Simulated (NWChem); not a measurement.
All runs are NWChem calculations. System: isobutene (C$_{4}$H$_{8}$), charge 0, spin multiplicity 1, at a geometry optimised with PBE/def2-SVP. Level: MP2/cc-pVDZ, 4 core orbitals frozen.

Job file:

```
start mol
memory heap 200 mb stack 900 mb global 1100 mb
geometry units angstroms nocenter noautoz
  C     -1.277112     0.000000    -0.681178
  C      0.000000     0.000000     0.120807
  C      1.277112     0.000000    -0.681178
  C      0.000000     0.000000     1.470214
  H     -1.329885    -0.888616    -1.347922
  H     -1.329885     0.888616    -1.347922
  H     -2.176212     0.000000    -0.035026
  H      1.329885    -0.888616    -1.347922
  H      2.176212     0.000000    -0.035026
  H      1.329885     0.888616    -1.347922
  H      0.940110     0.000000     2.044875
  H     -0.940110     0.000000     2.044875
  symmetry group C2v
end
basis spherical
  * library cc-pvdz
end
scf
  rhf
  nopen 0
  maxiter 100
  thresh 1e-7
  semidirect memsize 60000000 filesize 0
end
mp2
  freeze core 4
end
task mp2 energy
```

Part of the output:

```
             Northwest Computational Chemistry Package (NWChem) 7.3.0
             --------------------------------------------------------

                                NWChem Input Module
                                -------------------

 Scaling coordinates for geometry "geometry" by  1.889725989
 (inverse scale =  0.529177249)

 Turning off AUTOSYM since
 SYMMETRY directive was detected!

                             Geometry "geometry" -> ""
                             -------------------------

 Output coordinates in angstroms (scale by  1.889725989 to convert to a.u.)

  No.       Tag          Charge          X              Y              Z
 ---- ---------------- ---------- -------------- -------------- --------------
    1 C                    6.0000    -1.27711200     0.00000000    -0.68117800
    2 C                    6.0000     0.00000000     0.00000000     0.12080700
    3 C                    6.0000     1.27711200     0.00000000    -0.68117800
    4 C                    6.0000     0.00000000     0.00000000     1.47021400
    5 H                    1.0000    -1.32988500    -0.88861600    -1.34792200
    6 H                    1.0000    -1.32988500     0.88861600    -1.34792200
    7 H                    1.0000    -2.17621200     0.00000000    -0.03502600
    8 H                    1.0000     1.32988500    -0.88861600    -1.34792200
    9 H                    1.0000     2.17621200     0.00000000    -0.03502600
   10 H                    1.0000     1.32988500     0.88861600    -1.34792200
   11 H                    1.0000     0.94011000     0.00000000     2.04487500
   12 H                    1.0000    -0.94011000     0.00000000     2.04487500

 Effective nuclear repulsion energy (a.u.)     118.7207897954

            Nuclear Dipole moment (a.u.)
            ----------------------------
        X                 Y               Z
 ---------------- ---------------- ----------------
     0.0000000000     0.0000000000     0.0000000000

      Symmetry information
      --------------------

 Group name             C2v
 Group number             16
 Group order               4
 No. of unique centers     6

      Symmetry unique atoms

     1    2    4    5    7   11


 Summary of "ao basis" -> "" (spherical)
 ------------------------------------------------------------------------------
       Tag                 Description            Shells   Functions and Types
 ---------------- ------------------------------  ------  ---------------------
 *                          cc-pvdz                   on all atoms

 Summary of "ao basis" -> "ao basis" (spherical)
 ------------------------------------------------------------------------------
       Tag                 Description            Shells   Functions and Types
 ---------------- ------------------------------  ------  ---------------------
 C                          cc-pvdz                  6       14   3s2p1d
 H                          cc-pvdz                  3        5   2s1p

                                 NWChem SCF Module
                                 -----------------

  ao basis        = "ao basis"
  functions       =    96
  atoms           =    12
  closed shells   =    16
  open shells     =     0
  charge          =   0.00
  wavefunction    = RHF
  use symmetry    = T
  symmetry adapt  = T

 Summary of "ao basis" -> "ao basis" (spherical)
 ------------------------------------------------------------------------------
       Tag                 Description            Shells   Functions and Types
 ---------------- ------------------------------  ------  ---------------------
 C                          cc-pvdz                  6       14   3s2p1d
 H                          cc-pvdz                  3        5   2s1p

      Symmetry analysis of basis
      --------------------------

        a1         37
        a2         13
        b1         29
        b2         17

 Forming initial guess at       0.0s

      Superposition of Atomic Density Guess
      -------------------------------------

 Sum of atomic energies:        -154.65881645

      Non-variational initial energy
      ------------------------------

 Total energy =    -157.280804
 1-e energy   =    -440.354918
 2-e energy   =     164.353324
 HOMO         =      -0.289209
 LUMO         =       0.020515

      Symmetry analysis of molecular orbitals - initial
      -------------------------------------------------

  Numbering of irreducible representations:

     1 a1          2 a2          3 b1          4 b2

  Orbital symmetries:

     1 a1          2 b1          3 a1          4 a1          5 a1
     6 b1          7 a1          8 a1          9 b1         10 a1
    11 b2         12 a2         13 b1         14 a1         15 b1
    16 b2         17 b2         18 a1         19 b1         20 a1
    21 b1         22 a1         23 b2         24 a2         25 a1
    26 b1

 Starting SCF solution at       0.7s

 ----------------------------------------------
         Quadratically convergent ROHF

 Convergence threshold     :          1.000E-07
 Maximum no. of iterations :          100
 Final Fock-matrix accuracy:          1.000E-09
 ----------------------------------------------

              iter       energy          gnorm     gmax       time
             ----- ------------------- --------- --------- --------
                 1     -156.0724736734  7.09D-01  1.58D-01      0.7
                 2     -156.1175306587  2.01D-01  5.05D-02      0.7
                 3     -156.1216964627  1.11D-02  2.91D-03      0.8
                 4     -156.1217097066  1.14D-04  4.33D-05      0.9
                 5     -156.1217097094  1.17D-08  3.17D-09      1.1

       Final RHF  results
       ------------------

         Total SCF energy =   -156.121709709418
      One-electron energy =   -444.174295324143
      Two-electron energy =    169.331795819333
 Nuclear repulsion energy =    118.720789795393

        Time for solution =      0.5s

       Symmetry analysis of molecular orbitals - final
       -----------------------------------------------

  Numbering of irreducible representations:

     1 a1          2 a2          3 b1          4 b2

  Orbital symmetries:

     1 a1          2 b1          3 a1          4 a1          5 a1
     6 b1          7 a1          8 a1          9 b1         10 a1
    11 b2         12 a2         13 b1         14 a1         15 b1
    16 b2         17 b2         18 a1         19 a1         20 b1
    21 b1         22 b2         23 a1         24 a2         25 b1
    26 a1

             Final eigenvalues
             -----------------

              1
    1  -11.2445
    2  -11.2326
    3  -11.2325
    4  -11.2216
    5   -1.0837
    6   -0.9354
    7   -0.9197
    8   -0.7136
    9   -0.6116
   10   -0.6035
   11   -0.5825
   12   -0.5294
   13   -0.5152
   14   -0.5100
   15   -0.4775
   16   -0.3419
   17    0.1729
   18    0.1782
   19    0.2283
   20    0.2312
   21    0.2485
   22    0.2638
   23    0.2688
   24    0.2946
   25    0.3195
   26    0.3601

                       ROHF Final Molecular Orbital Analysis
                       -------------------------------------

 Vector   14  Occ=2.000000D+00  E=-5.099771D-01  Symmetry=a1
              MO Center= -2.2D-14,  2.9D-16, -1.8D-01, r^2= 3.3D+00
   Bfn.  Coefficient  Atom+Function         Bfn.  Coefficient  Atom+Function
  ----- ------------  ---------------      ----- ------------  ---------------
    20      0.303627   2 C  pz               48     -0.269474   4 C  pz
     6     -0.254772   1 C  pz               34     -0.254772   3 C  pz

 Vector   15  Occ=2.000000D+00  E=-4.774987D-01  Symmetry=b1
              MO Center=  4.4D-17, -1.2D-17,  2.5D-01, r^2= 3.1D+00
   Bfn.  Coefficient  Atom+Function         Bfn.  Coefficient  Atom+Function
  ----- ------------  ---------------      ----- ------------  ---------------
    18      0.335554   2 C  px                4     -0.269393   1 C  px
    32     -0.269393   3 C  px               46     -0.202046   4 C  px
    87     -0.183940  11 H  s                92      0.183940  12 H  s

 Vector   16  Occ=2.000000D+00  E=-3.419127D-01  Symmetry=b2
              MO Center=  3.3D-15, -1.9D-16,  6.6D-01, r^2= 2.2D+00
   Bfn.  Coefficient  Atom+Function         Bfn.  Coefficient  Atom+Function
  ----- ------------  ---------------      ----- ------------  ---------------
    47      0.388676   4 C  py               19      0.342618   2 C  py
    50      0.321627   4 C  py               22      0.271690   2 C  py

 Vector   17  Occ=0.000000D+00  E= 1.728829D-01  Symmetry=b2
              MO Center= -6.1D-17,  1.9D-16,  3.2D-01, r^2= 3.9D+00
   Bfn.  Coefficient  Atom+Function         Bfn.  Coefficient  Atom+Function
  ----- ------------  ---------------      ----- ------------  ---------------
    50     -0.664251   4 C  py               22      0.619977   2 C  py
    58      0.457952   5 H  s                63     -0.457952   6 H  s
    73      0.457952   8 H  s                83     -0.457952  10 H  s
    19      0.357611   2 C  py               47     -0.308372   4 C  py
     8      0.225680   1 C  py               36      0.225680   3 C  py

 Vector   18  Occ=0.000000D+00  E= 1.782181D-01  Symmetry=a1
              MO Center=  9.0D-16,  5.8D-17, -6.7D-01, r^2= 7.4D+00
   Bfn.  Coefficient  Atom+Function         Bfn.  Coefficient  Atom+Function
  ----- ------------  ---------------      ----- ------------  ---------------
     3      1.296857   1 C  s                31      1.296857   3 C  s
    58     -0.673186   5 H  s                63     -0.673186   6 H  s
    73     -0.673186   8 H  s                83     -0.673186  10 H  s
    45      0.618616   4 C  s                68     -0.516616   7 H  s
    78     -0.516616   9 H  s                88     -0.425775  11 H  s

 Vector   19  Occ=0.000000D+00  E= 2.282997D-01  Symmetry=a1
              MO Center= -3.8D-15,  2.0D-16,  5.5D-01, r^2= 8.1D+00
   Bfn.  Coefficient  Atom+Function         Bfn.  Coefficient  Atom+Function
  ----- ------------  ---------------      ----- ------------  ---------------
    45      1.372062   4 C  s                88     -0.921201  11 H  s
    93     -0.921201  12 H  s                68     -0.740788   7 H  s
    78     -0.740788   9 H  s                 9      0.676169   1 C  pz
    37      0.676169   3 C  pz               58      0.640992   5 H  s
    63      0.640992   6 H  s                73      0.640992   8 H  s

 center of mass
 --------------
 x =  -0.00000000 y =   0.00000000 z =   0.04588438

 moments of inertia (a.u.)
 ------------------
         200.533713061678           0.000000000000           0.000000000000
           0.000000000000         394.864551402081           0.000000000000
           0.000000000000           0.000000000000         217.066156865330

  Mulliken analysis of the total density
  --------------------------------------

    Atom       Charge   Shell Charges
 -----------   ------   -------------------------------------------------------
    1 C    6     5.98   2.00  0.65  0.36  2.02  0.89  0.06
    2 C    6     6.35   2.00  0.67  0.57  1.96  1.04  0.11
    3 C    6     5.98   2.00  0.65  0.36  2.02  0.89  0.06
    4 C    6     6.01   2.00  0.65  0.39  1.96  0.95  0.05
    5 H    1     0.96   0.74  0.18  0.03
    6 H    1     0.96   0.74  0.18  0.03
    7 H    1     0.96   0.75  0.19  0.03
    8 H    1     0.96   0.74  0.18  0.03
    9 H    1     0.96   0.75  0.19  0.03
   10 H    1     0.96   0.74  0.18  0.03
   11 H    1     0.96   0.75  0.19  0.03
   12 H    1     0.96   0.75  0.19  0.03

       Multipole analysis of the density wrt the origin
       ------------------------------------------------

     L   x y z        total         open         nuclear
     -   - - -        -----         ----         -------
     0   0 0 0     -0.000000      0.000000     32.000000

     1   1 0 0      0.000000      0.000000      0.000000
     1   0 1 0     -0.000000      0.000000      0.000000
     1   0 0 1     -0.213584      0.000000      0.000000

     2   2 0 0    -19.309444      0.000000    135.293229
     2   1 1 0     -0.000000      0.000000      0.000000
     2   1 0 1     -0.000000      0.000000     -0.000000
     2   0 2 0    -21.275973      0.000000     11.279398
     2   0 1 1     -0.000000      0.000000      0.000000
     2   0 0 2    -19.587555      0.000000    122.336946

                   NWChem MP2 Semi-direct Energy/Gradient Module
                   ---------------------------------------------

  Basis functions       =     96
  Molecular orbitals    =     96
  Frozen core           =      4
  Frozen virtuals       =      0
  Active alpha occupied =     12
  Active beta occupied  =     12
  Active alpha virtual  =     80
  Active beta virtual   =     80
  Use MO symmetry       = T
  Use skeleton AO sym   = T

  AO/Fock/Back tols     =   1.0D-09  1.0D-09  1.0D-09

 GA uses MA = F    GA memory limited = T

 Available:
  local mem=  1.26D+08
 global mem=  1.44D+08
 local disk=  0.00D+00
  mp2_memr nvloc                    80
  nvloc new                    80
   1 passes of  12:        3145728                      43280                  15213021.
   1 passes of  12: M    126151917           G      144160768           F     123006189.

 Semi-direct pass number   1 of   1  for RHF alpha+beta  at        1.2s
  vrange nnbf                  4656
  mp2_eaftype                    58  avail_ma_in_mb                  1099
 EAF : mp2_eaftype filesize          58    7606511.
  mp2_eaf for mointskh                     58
Node 0 wrote     35.8 Mb in      0.0 s     Agg I/O rate:  2426.1 Mb/s
 Done moints_semi at        4.1s
  mp2_eaftype                    58  avail_ma_in_mb                  1041
 EAF : mp2_eaftype filesize          58    7606511.
  mp2_eaf for kh                    58
 Done maket at        4.2s
 Done multipass loop at        4.2s

          -------------------------------------------
          SCF energy                -156.121709709418
          Correlation energy          -0.564792987186
          Singlet pairs               -0.371589143507
          Triplet pairs               -0.193203843679
          Total MP2 energy          -156.686502696604
          -------------------------------------------

          ---------------------------------------------------
                    Spin Component Scaled (SCS) MP2
          Same spin pairs                     -0.128802562453
          Same spin scaling factor             0.333333333333
          Opposite spin pairs                 -0.435990424734
          Opposite spin scaling fact.          1.200000000000
          SCS-MP2 correlation energy          -0.566122697164
          Total SCS-MP2 energy              -156.687832406582
          ---------------------------------------------------

 -----------------------
 Performance information
 -----------------------

 Timer overhead =  1.88D-07 seconds/call

               Nr. of calls         CPU time (s)                 Wall time (s)                GFlops
             ---------------    -------------------     ------------------------------   -------------------
Name         Min   Avg   Max    Min     Avg     Max     Min     Avg     Max   Mx/calls   Min     Max     Sum
mp2: moin     1     1     1    2.9     2.9     2.9      2.9     2.9     2.9     2.9      0.0     0.0     0.0
mp2: make     1     1     1   0.15    0.15    0.15     0.15    0.15    0.15    0.15      0.0     0.0     0.0
mp2: tota     1     1     1    3.1     3.1     3.1      3.1     3.1     3.1     3.1      0.0     0.0     0.0

 The average no. of pstat calls per process was 3.00D+00
 with a timing overhead of 5.64D-07s

 Task  times  cpu:        4.2s     wall:        4.2s

 Total times  cpu:        4.2s     wall:        4.2s
```
